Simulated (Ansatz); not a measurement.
`F[SiH3]` + H₂S → `[SiH3]S` + H–F at 700 K and 1 bar (ligand exchange at the Si–F bond).

Isolated molecules relaxed with PBE0-D4/def2-TZVP in Ansatz; ΔE leaves out vibrations. CBS: MP2 limit from def2 TZ/QZ plus the TZ coupled-cluster correction, frozen cores. This one scheme is used for every species.

| species | CCSD(T)/CBS energy (Eh) | H − E (kJ/mol) | S (J/(mol·K)) |
| --- | --- | --- | --- |
| `F[SiH3]` | -390.72345 | 108.4 | 291.4 |
| H₂S | -398.97279 | 64.8 | 236.9 |
| `[SiH3]S` | -689.27336 | 135.5 | 340.5 |
| H–F | -100.39570 | 45.2 | 198.5 |

H − E and S are ideal-gas, rigid-rotor, harmonic terms from PBE0-D4/def2-TZVP. 1 Eh = 2625.50 kJ/mol, R = 8.31446 J/(mol·K).

Task: By hand: ΔE, ΔH, ΔS and ΔG.

Result: ΔE = (-689.27336) + (-100.39570) − (-390.72345) − (-398.97279) = 0.02718 Eh = 71.4 kJ/mol. Δ(H − E) = 135.5 + 45.2 − 108.4 − 64.8 = 7.5, so ΔH = 78.9 kJ/mol. ΔS = 340.5 + 198.5 − 291.4 − 236.9 = 10.7 J/(mol·K). ΔG = 78.9 − 700 × (10.7)/1000 = 71.4 kJ/mol.

Task: By hand: the equilibrium constant, and the temperature at which ΔG would vanish if ΔH and ΔS stayed fixed.

Result: log₁₀ K = −ΔG/(RT ln 10) = -5.3. ΔG = 0 at ΔH/ΔS = 7374 K, far beyond where these terms or the molecules hold.

The number of gas molecules stays the same, so ΔS is small and ΔH decides. A doubt of 5 kJ/mol in ΔE shifts log₁₀ K by 0.4 here. These are equilibria of isolated gas molecules and say nothing of rates. Largest T1 diagnostic: 0.011 (customary marks: 0.02 for closed shells, 0.045 for open ones).
